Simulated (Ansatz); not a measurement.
Relaxation of C$_{2}$H$_{7}$Al (10 atoms, charge 0, multiplicity 1), to a largest force component of 0.02 eV/Å in at most 40 steps.

Computed with RKS B3LYP/STO-3G in Ansatz 0.2.0.

```xyz
10
Properties=species:S:1:pos:R:3:forces:R:3
Al 0.000 0.000 0.000 -0.53 -0.20 -0.11
H 0.000 0.000 1.560 0.07 0.02 -1.17
C 1.706 0.000 -0.985 -2.18 -0.65 -0.32
H 2.036 -1.046 -1.155 -0.20 0.39 -0.25
H 1.569 0.508 -1.962 0.15 -0.56 0.17
C 2.760 0.737 -0.174 0.96 0.48 0.48
H 3.684 0.124 -0.123 -0.09 0.57 0.23
H 2.988 1.709 -0.660 0.16 -0.24 0.49
H 2.379 0.917 0.852 0.68 0.18 -0.11
H -1.351 0.000 -0.780 0.97 0.02 0.60
```

Problem. Where does it end, and by what steps?

Solution. The forces met the threshold. The force dipped under the threshold on the way, but the program's further checks kept it going. Limits of this set-up: minimal basis. After 16 steps the energy has fallen by 0.335 eV; H9 moved furthest, 0.79 Å.

| step | energy less start (eV) | largest force component (eV/Å) | accepted |
| --- | --- | --- | --- |
| 0 | 0.0000 | 2.178 | yes |
| 1 | -0.2122 | 0.528 | yes |
| 2 | -0.2440 | 0.251 | yes |
| 3 | -0.2833 | 0.245 | yes |
| 4 | -0.3191 | 0.206 | yes |
| 5 | -0.3314 | 0.076 | yes |
| 6 | -0.2149 | 1.245 | no |
| 7 | -0.3333 | 0.007 | yes |
| 8 | -0.3336 | 0.051 | yes |
| 9 | -0.3332 | 0.078 | no |
| 10 | -0.3338 | 0.019 | yes |
| 11 | -0.3341 | 0.031 | yes |
| 12 | -0.3343 | 0.043 | yes |
| 13 | -0.3345 | 0.076 | yes |
| 14 | -0.3347 | 0.059 | yes |
| 15 | -0.3350 | 0.005 | yes |
| 16 | -0.3353 | 0.016 | yes |

```xyz
10
Properties=species:S:1:pos:R:3
Al -0.079 0.103 -0.074
H -0.205 0.524 1.362
C 1.656 -0.037 -0.896
H 1.930 -1.104 -0.979
H 1.622 0.331 -1.935
C 2.813 0.699 -0.153
H 3.783 0.551 -0.656
H 2.632 1.785 -0.103
H 2.919 0.336 0.882
H -1.301 -0.239 -0.877
```

Whether the end is a true minimum wasn't checked by a vibrational analysis.

The run took 24 s on 1 thread of Arm Neoverse V1 (shared host), peak memory 0.099 GiB.
